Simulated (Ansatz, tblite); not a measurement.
# AlH2(OH) (AlH3O): a ladder of methods and basis sets

How do method and basis change the picture of AlH2(OH) (AlH3O) (singlet)?

The runs use Ansatz 0.2.0, Gaussian basis; as each input shows.

Levels to be run: GFN1-xTB, GFN2-xTB, PBE-D4/def2-TZVP, r2SCAN-D4/def2-TZVP, CAM-B3LYP-D4/def2-TZVP, B3LYP-D4/def2-TZVP, B97M-V/def2-TZVP, BHLYP-D4/def2-TZVP, ωB97X-V/def2-TZVP, ωB97M-V/def2-TZVP, revPBE-D4/def2-TZVP, PBE-D4/def2-SVP, PBE0-D4/def2-SVP, HF/STO-3G, PBE0-D4/def2-TZVPD, PBE-D4/def2-TZVPD, r2SCAN-D4/def2-TZVPD, CCSD(T)/def2-TZVPP, MP2/def2-TZVP, RPA/def2-TZVP, CCSD(T)/def2-TZVPD.

## (1) The relaxed structure

The singlet was relaxed beforehand with r2SCAN-D4/def2-TZVP.

5 atoms, charge 0, spin multiplicity 1.

Bond lengths: Al1–H2 1.583 Å, Al1–H3 1.576 Å, Al1–O4 1.697 Å, O4–H5 0.958 Å. Angles: H2–Al1–H3 124.4°, H2–Al1–O4 119.8°, H3–Al1–O4 115.7°, Al1–O4–H5 123.2°.

PBE0-D4/def2-TZVP was run before; its log isn't repeated, and its numbers join the tables.

## (2) GFN1-xTB

Tight binding, by tblite at 300 K electronic temperature and without a spin-polarisation term:

```python
tblite.interface.Calculator('GFN1-xTB', numbers, positions, charge=0, uhf=0).singlepoint()
```

Energy -208.2624 eV, HOMO -12.12 eV, LUMO -5.84 eV; 0.003 s.

## (3) GFN2-xTB

Tight binding, by tblite at 300 K electronic temperature and without a spin-polarisation term:

```python
tblite.interface.Calculator('GFN2-xTB', numbers, positions, charge=0, uhf=0).singlepoint()
```

Energy -183.0176 eV, HOMO -11.03 eV, LUMO -6.16 eV; 0.002 s.

## (4) PBE-D4/def2-TZVP

start.molden holds the orbitals of an earlier run on this state, given as this run's starting guess.

Contents of in.yaml:

```yaml
crystal:
  periodic: [false, false, false]
  atoms:
    - {symbol: Al, position_ang: [0.191628, 0.463025, -0.106073]}
    - {symbol: H, position_ang: [1.749349, 0.186542, -0.171388]}
    - {symbol: H, position_ang: [-0.473225, 1.873431, -0.332347]}
    - {symbol: O, position_ang: [-0.878374, -0.811341, 0.227439]}
    - {symbol: H, position_ang: [-0.589378, -1.711657, 0.382369]}
basis:
  gaussian: {orbitals: def2-TZVP, initial_orbitals: start.molden}
hamiltonian: {xc: pbe, dispersion: d4}
scf: {omitted_lower_state_checks: [starts]}
output: {forces: true, orbitals: {seedname: orbitals}}
```

On the command line:

```bash
$ ansatz run in.yaml --threads 4 --pin off --events-out ev --progress --plain --max-ram 3916MiB
```

Standard output:

```text
Functional definition: PBE
  name "PBE"
  cite "Perdew, Burke & Ernzerhof, Phys. Rev. Lett. 77, 3865 (1996) doi:10.1103/PhysRevLett.77.3865"
  parent pbe
  parameter kappa = 0.804
  parameter beta = 0.06672455060314922
  exchange = pbe_x(kappa = kappa, mu = beta*pi^2/3)
  correlation = pbe_c(beta = beta)
these checks for a lower state are left out or cut short: starts
542 factors; their error is unknown
mean field evaluation 1: about -8688.7790 eV, gradient 7.9e0 eV
mean field evaluation 2: about -8688.8362 eV, gradient 7.4e-2 eV
mean field evaluation 4: about -8688.8316 eV, gradient 8.9e-5 eV
mean field -8688.83162293 eV, -319.3086726409 hartree, gradient 1.1e-5 eV, S^2 0.000000; 0 other end points of the search recorded, 0 dependent functions left out
the calculation of the forces begins
reference -8688.83166244 eV, -319.3086740930 hartree; 12, 12 occupied and 74, 74 virtual orbitals, 542 factors
Total energy: -8688.87865679 eV, -319.3104011034 hartree
Atom 0 at     0.191628     0.463025    -0.106073 Å, force     0.189231     0.199344    -0.052950 eV/Å
Atom 1 at     1.749349     0.186542    -0.171388 Å, force     0.156202    -0.029503    -0.006549 eV/Å
Atom 2 at    -0.473225     1.873431    -0.332347 Å, force    -0.075293     0.128716    -0.019838 eV/Å
Atom 3 at    -0.878374    -0.811341     0.227439 Å, force    -0.407672     0.105836     0.010305 eV/Å
Atom 4 at    -0.589378    -1.711657     0.382369 Å, force     0.137532    -0.404393     0.069032 eV/Å
Dipole moment:     0.171604    -0.191776     0.024327 e Å
Checks for a lower state left out: starts
```

Wall time 0.45 s (4 threads of Arm Neoverse V2, shared host).

From the report: HOMO -7.03 eV, LUMO -1.72 eV.

## (5) r2SCAN-D4/def2-TZVP

Changes to in.yaml since step 4:

```diff
@@ -10,4 +10,4 @@
   gaussian: {orbitals: def2-TZVP, initial_orbitals: start.molden}
-hamiltonian: {xc: pbe, dispersion: d4}
+hamiltonian: {xc: r2scan, dispersion: d4}
 scf: {omitted_lower_state_checks: [starts]}
-output: {forces: true, orbitals: {seedname: orbitals}}
+output: {orbitals: {seedname: orbitals}}
```

The command is unchanged.

Standard output:

```text
Functional definition: r2SCAN
  name "r2SCAN"
  cite "Furness, Kaplan, Ning, Perdew & Sun, J. Phys. Chem. Lett. 11, 8208 (2020) doi:10.1021/acs.jpclett.0c02405"
  cite "Furness, Kaplan, Ning, Perdew & Sun, J. Phys. Chem. Lett. 11, 9248 (2020) doi:10.1021/acs.jpclett.0c03077"
  parent r2scan
  parameter k0 = 0.174
  parameter k1 = 0.065
  parameter a1 = 4.9479
  exchange = r2scan_x(k0 = k0, k1 = k1, a1 = a1)
  correlation = r2scan_c
these checks for a lower state are left out or cut short: starts
542 factors; their error is unknown
mean field evaluation 1: about -8693.1436 eV, gradient 4.5e0 eV
mean field evaluation 2: about -8693.1575 eV, gradient 2.0e-2 eV
mean field evaluation 4: about -8693.1521 eV, gradient 2.9e-5 eV
mean field -8693.15214833 eV, -319.4674490209 hartree, gradient 2.3e-5 eV, S^2 0.000000; 0 other end points of the search recorded, 0 dependent functions left out
reference -8693.15216030 eV, -319.4674494608 hartree; 12, 12 occupied and 74, 74 virtual orbitals, 542 factors
Total energy: -8693.16271719 eV, -319.4678374194 hartree
Checks for a lower state left out: starts
```

Run time: 0.8 s. Hardware: 4 threads of Arm Neoverse V2, shared host.

HOMO -7.36 eV, LUMO -1.33 eV.

## (6) CAM-B3LYP-D4/def2-TZVP

Changes to in.yaml since step 5:

```diff
@@ -10,3 +10,3 @@
   gaussian: {orbitals: def2-TZVP, initial_orbitals: start.molden}
-hamiltonian: {xc: r2scan, dispersion: d4}
+hamiltonian: {xc: {name: CAM-B3LYP}, dispersion: d4}
 scf: {omitted_lower_state_checks: [starts]}
```

Same command.

Standard output, cut to the lines that bear on the results:

```text
Functional definition: CAM-B3LYP
  name "CAM-B3LYP"
  cite "Yanai, Tew & Handy, Chem. Phys. Lett. 393, 51 (2004) doi:10.1016/j.cplett.2004.06.011"
  cite "Iikura, Tsuneda, Yanai & Hirao, J. Chem. Phys. 115, 3540 (2001) doi:10.1063/1.1383587"
  cite "Becke, Phys. Rev. A 38, 3098 (1988) doi:10.1103/PhysRevA.38.3098"
  cite "Lee, Yang & Parr, Phys. Rev. B 37, 785 (1988) doi:10.1103/PhysRevB.37.785"
  cite "Vosko, Wilk & Nusair, Can. J. Phys. 58, 1200 (1980) doi:10.1139/p80-159"
[...]
  # Exact exchange under (alpha + beta erf(omega r))/r, Becke's under what is left of 1/r.
[...]
542 factors; their error is unknown
165 factors; integrals over basis functions are off by at most 4.5e-5 eV
[...]
mean field -8694.53873005 eV, -319.5184049595 hartree, gradient 4.6e-5 eV, S^2 0.000000; 0 other end points of the search recorded, 0 dependent functions left out
reference -8694.53884223 eV, -319.5184090817 hartree; 12, 12 occupied and 74, 74 virtual orbitals, 542 factors
Total energy: -8694.57801101 eV, -319.5198485079 hartree
Checks for a lower state left out: starts
```

Run time: 0.4 s. Hardware: 4 threads of Arm Neoverse V2, shared host.

HOMO -9.81 eV, LUMO -0.07 eV.

## (7) B3LYP-D4/def2-TZVP

Changes to in.yaml since step 6:

```diff
@@ -10,3 +10,3 @@
   gaussian: {orbitals: def2-TZVP, initial_orbitals: start.molden}
-hamiltonian: {xc: {name: CAM-B3LYP}, dispersion: d4}
+hamiltonian: {xc: {name: B3LYP}, dispersion: d4}
 scf: {omitted_lower_state_checks: [starts]}
```

The command is unchanged.

Standard output, cut to the lines that bear on the results:

```text
Functional definition: B3LYP
  name "B3LYP"
  cite "Stephens, Devlin, Chabalowski & Frisch, J. Phys. Chem. 98, 11623 (1994) doi:10.1021/j100096a001"
  cite "Becke, Phys. Rev. A 38, 3098 (1988) doi:10.1103/PhysRevA.38.3098"
  cite "Lee, Yang & Parr, Phys. Rev. B 37, 785 (1988) doi:10.1103/PhysRevB.37.785"
  cite "Vosko, Wilk & Nusair, Can. J. Phys. 58, 1200 (1980) doi:10.1139/p80-159"
[...]
542 factors; their error is unknown
[...]
mean field -8695.79715328 eV, -319.5646511600 hartree, gradient 3.9e-5 eV, S^2 0.000000; 0 other end points of the search recorded, 0 dependent functions left out
reference -8695.79738301 eV, -319.5646596026 hartree; 12, 12 occupied and 74, 74 virtual orbitals, 542 factors
Total energy: -8695.87393981 eV, -319.5674730128 hartree
Checks for a lower state left out: starts
```

It took 0.35 s on 4 threads of Arm Neoverse V2, shared host.

HOMO -8.19 eV, LUMO -1.19 eV.

## (8) B97M-V/def2-TZVP

Changes to in.yaml since step 7:

```diff
@@ -10,3 +10,3 @@
   gaussian: {orbitals: def2-TZVP, initial_orbitals: start.molden}
-hamiltonian: {xc: {name: B3LYP}, dispersion: d4}
+hamiltonian: {xc: {name: B97M-V}}
 scf: {omitted_lower_state_checks: [starts]}
```

The command is unchanged.

Standard output, cut to the lines that bear on the results:

```text
Functional definition: B97M-V
  name "B97M-V"
  cite "Mardirossian & Head-Gordon, J. Chem. Phys. 142, 074111 (2015) doi:10.1063/1.4907719"
  cite "Becke, J. Chem. Phys. 107, 8554 (1997) doi:10.1063/1.475007"
  cite "Vydrov & Van Voorhis, J. Chem. Phys. 133, 244103 (2010) doi:10.1063/1.3521275"
  # Of w^i u^j: cxij and so on, Table III.
[...]
  gx(w, u) = cx00 + cx01*u + cx02*u^2 + (cx10 + cx11*u)*w
  gss(w, u) = css00 + css02*u^2 + css10*w + (css32*w^3 + css42*w^4)*u^2
  gos(w, u) = cos00 + cos01*u + cos03*u^3 + cos10*w + cos32*w^3*u^2
[...]
      + integral(e_c_pw_mod_opposite_spin*gos(b97_w_opposite, b97_u_opposite)) + vv10(b, c)
[...]
542 factors; their error is unknown
[...]
mean field -8692.88257567 eV, -319.4575424085 hartree, gradient 1.3e-5 eV, S^2 0.000000; 0 other end points of the search recorded, 0 dependent functions left out
reference -8692.88263169 eV, -319.4575444673 hartree; 12, 12 occupied and 74, 74 virtual orbitals, 542 factors
Total energy: -8692.88263169 eV, -319.4575444673 hartree
Checks for a lower state left out: starts
```

It took 1.3 s on 4 threads of Arm Neoverse V2, shared host.

From the report: HOMO -7.46 eV, LUMO -1.63 eV.

## (9) BHLYP-D4/def2-TZVP

Changes to in.yaml since step 8:

```diff
@@ -10,3 +10,3 @@
   gaussian: {orbitals: def2-TZVP, initial_orbitals: start.molden}
-hamiltonian: {xc: {name: B97M-V}}
+hamiltonian: {xc: {name: BHLYP}, dispersion: d4}
 scf: {omitted_lower_state_checks: [starts]}
```

The command is unchanged.

Standard output:

```text
Functional definition: BHLYP
  name "BHLYP"
  cite "Becke, J. Chem. Phys. 98, 1372 (1993) doi:10.1063/1.464304"
  cite "Becke, Phys. Rev. A 38, 3098 (1988) doi:10.1103/PhysRevA.38.3098"
  cite "Lee, Yang & Parr, Phys. Rev. B 37, 785 (1988) doi:10.1103/PhysRevB.37.785"
  parameter a = 0.5
  exchange = (1 - a)*b88_x + a*exact_x
  correlation = lyp_c
these checks for a lower state are left out or cut short: starts
601 factors; their error is unknown
mean field evaluation 1: about -8693.9807 eV, gradient 5.7e0 eV
mean field evaluation 2: about -8694.0139 eV, gradient 6.7e-2 eV
mean field evaluation 4: about -8694.0546 eV, gradient 1.9e-4 eV
mean field -8694.05457113 eV, -319.5006124470 hartree, gradient 6.8e-6 eV, S^2 0.000000; 0 other end points of the search recorded, 0 dependent functions left out
reference -8694.05472564 eV, -319.5006181252 hartree; 12, 12 occupied and 74, 74 virtual orbitals, 601 factors
Total energy: -8694.11299659 eV, -319.5027595433 hartree
Checks for a lower state left out: starts
```

Run time: 0.4 s. Hardware: 4 threads of Arm Neoverse V2, shared host.

From the report: HOMO -9.66 eV, LUMO -0.24 eV.

## (10) ωB97X-V/def2-TZVP

Changes to in.yaml since step 9:

```diff
@@ -10,3 +10,3 @@
   gaussian: {orbitals: def2-TZVP, initial_orbitals: start.molden}
-hamiltonian: {xc: {name: BHLYP}, dispersion: d4}
+hamiltonian: {xc: {name: wB97X-V}}
 scf: {omitted_lower_state_checks: [starts]}
```

Launched as before.

Standard output, cut to the lines that bear on the results:

```text
Functional definition: wB97X-V
  name "wB97X-V"
  cite "Mardirossian & Head-Gordon, Phys. Chem. Chem. Phys. 16, 9904 (2014) doi:10.1039/C3CP54374A"
  cite "Becke, J. Chem. Phys. 107, 8554 (1997) doi:10.1063/1.475007"
  cite "Vydrov & Van Voorhis, J. Chem. Phys. 133, 244103 (2010) doi:10.1063/1.3521275"
[...]
      + integral(e_c_pw_opposite_spin*poly(b97_u_opposite, cos0, cos1)) + vv10(b, c)
[...]
542 factors; their error is unknown
153 factors; integrals over basis functions are off by at most 2.9e-5 eV
[...]
mean field -8693.16328370 eV, -319.4678582383 hartree, gradient 4.8e-5 eV, S^2 0.000000; 0 other end points of the search recorded, 0 dependent functions left out
reference -8693.16328181 eV, -319.4678581689 hartree; 12, 12 occupied and 74, 74 virtual orbitals, 542 factors
Total energy: -8693.16328181 eV, -319.4678581689 hartree
Checks for a lower state left out: starts
```

Run time: 1.1 s. Hardware: 4 threads of Arm Neoverse V2, shared host.

From the report: HOMO -10.83 eV, LUMO 0.93 eV.

## (11) ωB97M-V/def2-TZVP

Changes to in.yaml since step 10:

```diff
@@ -10,3 +10,3 @@
   gaussian: {orbitals: def2-TZVP, initial_orbitals: start.molden}
-hamiltonian: {xc: {name: wB97X-V}}
+hamiltonian: {xc: {name: wB97M-V}}
 scf: {omitted_lower_state_checks: [starts]}
```

The command is unchanged.

Standard output, cut to the lines that bear on the results:

```text
Functional definition: wB97M-V
  name "wB97M-V"
  cite "Mardirossian & Head-Gordon, J. Chem. Phys. 144, 214110 (2016) doi:10.1063/1.4952647"
  cite "Becke, J. Chem. Phys. 107, 8554 (1997) doi:10.1063/1.475007"
  cite "Vydrov & Van Voorhis, J. Chem. Phys. 133, 244103 (2010) doi:10.1063/1.3521275"
  # Of w^i u^j: cxij and so on, Table III.
[...]
  gx(w, u) = 1 - cx + cx01*u + cx10*w
  gss(w, u) = css00 + css04*u^4 + css10*w + css20*w^2 + css43*w^4*u^3
  gos(w, u) = cos00 + cos10*w + (cos20 + cos21*u)*w^2 + (cos60 + cos61*u)*w^6
[...]
      + integral(e_c_pw_mod_opposite_spin*gos(b97_w_opposite, b97_u_opposite)) + vv10(b, c)
[...]
542 factors; their error is unknown
153 factors; integrals over basis functions are off by at most 2.9e-5 eV
[...]
mean field -8693.70037071 eV, -319.4875958220 hartree, gradient 5.6e-5 eV, S^2 0.000000; 0 other end points of the search recorded, 0 dependent functions left out
reference -8693.70041642 eV, -319.4875975015 hartree; 12, 12 occupied and 74, 74 virtual orbitals, 542 factors
Total energy: -8693.70041642 eV, -319.4875975015 hartree
Checks for a lower state left out: starts
```

Wall time 1.1 s (4 threads of Arm Neoverse V2, shared host).

From the report: HOMO -10.61 eV, LUMO 0.63 eV.

## (12) revPBE-D4/def2-TZVP

Changes to in.yaml since step 11:

```diff
@@ -10,3 +10,3 @@
   gaussian: {orbitals: def2-TZVP, initial_orbitals: start.molden}
-hamiltonian: {xc: {name: wB97M-V}}
+hamiltonian: {xc: {name: revPBE}, dispersion: d4}
 scf: {omitted_lower_state_checks: [starts]}
```

Launched as before.

Standard output:

```text
Functional definition: revPBE
  name "revPBE"
  cite "Zhang & Yang, Phys. Rev. Lett. 80, 890 (1998) doi:10.1103/PhysRevLett.80.890"
  cite "Perdew, Burke & Ernzerhof, Phys. Rev. Lett. 77, 3865 (1996) doi:10.1103/PhysRevLett.77.3865"
  parameter kappa = 1.245
  parameter beta = 0.06672455060314922
  exchange = pbe_x(kappa = kappa, mu = beta*pi^2/3)
  correlation = pbe_c(beta = beta)
these checks for a lower state are left out or cut short: starts
542 factors; their error is unknown
mean field evaluation 1: about -8692.7650 eV, gradient 7.0e0 eV
mean field evaluation 2: about -8692.8031 eV, gradient 5.8e-2 eV
mean field evaluation 4: about -8692.7986 eV, gradient 7.4e-5 eV
mean field -8692.79857445 eV, -319.4544554206 hartree, gradient 1.1e-5 eV, S^2 0.000000; 0 other end points of the search recorded, 0 dependent functions left out
reference -8692.79862370 eV, -319.4544572306 hartree; 12, 12 occupied and 74, 74 virtual orbitals, 542 factors
Total energy: -8692.94647122 eV, -319.4598905265 hartree
Checks for a lower state left out: starts
```

It took 0.35 s on 4 threads of Arm Neoverse V2, shared host.

From the report: HOMO -7.01 eV, LUMO -1.62 eV.

## (13) PBE-D4/def2-SVP

Changes to in.yaml since step 12:

```diff
@@ -9,4 +9,4 @@
 basis:
-  gaussian: {orbitals: def2-TZVP, initial_orbitals: start.molden}
-hamiltonian: {xc: {name: revPBE}, dispersion: d4}
+  gaussian: {orbitals: def2-SVP, initial_orbitals: start.molden}
+hamiltonian: {xc: pbe, dispersion: d4}
 scf: {omitted_lower_state_checks: [starts]}
```

Launched as before.

Standard output:

```text
Functional definition: PBE
  name "PBE"
  cite "Perdew, Burke & Ernzerhof, Phys. Rev. Lett. 77, 3865 (1996) doi:10.1103/PhysRevLett.77.3865"
  parent pbe
  parameter kappa = 0.804
  parameter beta = 0.06672455060314922
  exchange = pbe_x(kappa = kappa, mu = beta*pi^2/3)
  correlation = pbe_c(beta = beta)
these checks for a lower state are left out or cut short: starts
510 factors; their error is unknown
mean field evaluation 1: about -8683.6173 eV, gradient 7.3e0 eV
mean field evaluation 2: about -8683.7796 eV, gradient 2.1e-1 eV
mean field evaluation 4: about -8683.7587 eV, gradient 1.4e-4 eV
mean field -8683.75870240 eV, -319.1222462503 hartree, gradient 7.0e-6 eV, S^2 0.000000; 0 other end points of the search recorded, 0 dependent functions left out
reference -8683.75873701 eV, -319.1222475222 hartree; 12, 12 occupied and 35, 35 virtual orbitals, 510 factors
Total energy: -8683.80573136 eV, -319.1239745326 hartree
Checks for a lower state left out: starts
```

Run time: 0.25 s. Hardware: 4 threads of Arm Neoverse V2, shared host.

HOMO -6.88 eV, LUMO -1.56 eV.

## (14) PBE0-D4/def2-SVP

Changes to in.yaml since step 13:

```diff
@@ -10,3 +10,3 @@
   gaussian: {orbitals: def2-SVP, initial_orbitals: start.molden}
-hamiltonian: {xc: pbe, dispersion: d4}
+hamiltonian: {xc: pbe0, dispersion: d4}
 scf: {omitted_lower_state_checks: [starts]}
```

Same command.

Standard output:

```text
Functional definition: PBE0
  name "PBE0"
  cite "Adamo & Barone, J. Chem. Phys. 110, 6158 (1999) doi:10.1063/1.478522"
  cite "Perdew, Burke & Ernzerhof, Phys. Rev. Lett. 77, 3865 (1996) doi:10.1103/PhysRevLett.77.3865"
  parent pbe
  parameter a = 0.25
  parameter kappa = 0.804
  parameter beta = 0.06672455060314922
  exchange = (1 - a)*pbe_x(kappa = kappa, mu = beta*pi^2/3) + a*exact_x
  correlation = pbe_c(beta = beta)
these checks for a lower state are left out or cut short: starts
443 factors; integrals over basis functions are off by at most 1.1e-3 eV
mean field evaluation 1: about -8684.4255 eV, gradient 5.9e0 eV
mean field evaluation 2: about -8684.5088 eV, gradient 6.9e-2 eV
mean field evaluation 4: about -8684.5087 eV, gradient 4.3e-5 eV
mean field -8684.50866487 eV, -319.1498068626 hartree, gradient 1.6e-5 eV, S^2 0.000000; 0 other end points of the search recorded, 0 dependent functions left out
reference -8684.50869031 eV, -319.1498077973 hartree; 12, 12 occupied and 35, 35 virtual orbitals, 443 factors
Total energy: -8684.54762424 eV, -319.1512385929 hartree
Checks for a lower state left out: starts
```

Run time: 0.25 s. Hardware: 4 threads of Arm Neoverse V2, shared host.

Report: HOMO -8.27 eV, LUMO -0.80 eV.

## (15) HF/STO-3G

Changes to in.yaml since step 14:

```diff
@@ -9,4 +9,4 @@
 basis:
-  gaussian: {orbitals: def2-SVP, initial_orbitals: start.molden}
-hamiltonian: {xc: pbe0, dispersion: d4}
+  gaussian: {orbitals: STO-3G}
+hamiltonian: {xc: hf}
 scf: {omitted_lower_state_checks: [starts]}
```

Launched as before.

Standard output:

```text
Functional definition: HF
  name "HF"
  cite "Fock, Z. Phys. 61, 126 (1930) doi:10.1007/BF01340294"
  parent pbe
  exchange = exact_x
  correlation = 0
these checks for a lower state are left out or cut short: starts
202 factors; integrals over basis functions are off by at most 4.0e-5 eV
mean field evaluation 1: about -8558.7684 eV, gradient 2.3e1 eV
mean field evaluation 2: about -8558.7851 eV, gradient 2.3e1 eV
mean field evaluation 4: about -8560.7535 eV, gradient 1.2e0 eV
mean field evaluation 8: about -8560.7592 eV, gradient 8.5e-6 eV
mean field -8560.75918498 eV, -314.6020973571 hartree, gradient 3.7e-5 eV, S^2 0.000000; 0 other end points of the search recorded, 0 dependent functions left out
reference -8560.75918498 eV, -314.6020973571 hartree; 12, 12 occupied and 5, 5 virtual orbitals, 202 factors
Total energy: -8560.75918498 eV, -314.6020973571 hartree
Checks for a lower state left out: starts
```

Run time: 0.05 s. Hardware: 4 threads of Arm Neoverse V2, shared host.

HOMO -8.45 eV, LUMO 9.54 eV.

## (16) PBE0-D4/def2-TZVPD

Changes to in.yaml since step 15:

```diff
@@ -9,4 +9,4 @@
 basis:
-  gaussian: {orbitals: STO-3G}
-hamiltonian: {xc: hf}
+  gaussian: {orbitals: def2-TZVPD, initial_orbitals: start.molden}
+hamiltonian: {xc: pbe0, dispersion: d4}
 scf: {omitted_lower_state_checks: [starts]}
```

Launched as before.

Standard output:

```text
Functional definition: PBE0
  name "PBE0"
  cite "Adamo & Barone, J. Chem. Phys. 110, 6158 (1999) doi:10.1063/1.478522"
  cite "Perdew, Burke & Ernzerhof, Phys. Rev. Lett. 77, 3865 (1996) doi:10.1103/PhysRevLett.77.3865"
  parent pbe
  parameter a = 0.25
  parameter kappa = 0.804
  parameter beta = 0.06672455060314922
  exchange = (1 - a)*pbe_x(kappa = kappa, mu = beta*pi^2/3) + a*exact_x
  correlation = pbe_c(beta = beta)
these checks for a lower state are left out or cut short: starts
631 factors; their error is unknown
mean field evaluation 1: about -8689.4944 eV, gradient 4.6e0 eV
mean field evaluation 2: about -8689.5380 eV, gradient 9.0e-2 eV
mean field evaluation 4: about -8689.5557 eV, gradient 1.5e-4 eV
mean field -8689.55570974 eV, -319.3352823407 hartree, gradient 1.1e-5 eV, S^2 0.000000; 0 other end points of the search recorded, 0 dependent functions left out
reference -8689.55574522 eV, -319.3352836443 hartree; 12, 12 occupied and 98, 98 virtual orbitals, 631 factors
Total energy: -8689.59467915 eV, -319.3367144399 hartree
Checks for a lower state left out: starts
```

Run time: 0.55 s. Hardware: 4 threads of Arm Neoverse V2, shared host.

HOMO -8.41 eV, LUMO -1.02 eV.

[end of part 1 of 2]
